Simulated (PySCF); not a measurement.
C2H7N, SMILES CNC.

Coordinates come from a B3LYP-D3(BJ)/def2-TZVP optimisation.

Method: r2SCAN/def2-TZVPD run with PySCF.

Gas-phase values at a fixed geometry.

The total energy is -135.12660 hartree and the point group comes out as Cs. The highest occupied level is -5.24 eV. The lowest empty level is 0.57 eV. The orbital gap comes out as 5.81 eV. The dipole moment comes out as 0.197 e·Å and the quadrupole, principal values (traceless, Buckingham form, about the centre of nuclear charge) is -3.93, 1.33, 2.60 D·Å. The mean static polarisability is 38.8 bohr³ (5.76 Å³) and the polarisability, principal values comes out as 34.9, 38.3, 43.3 bohr³.
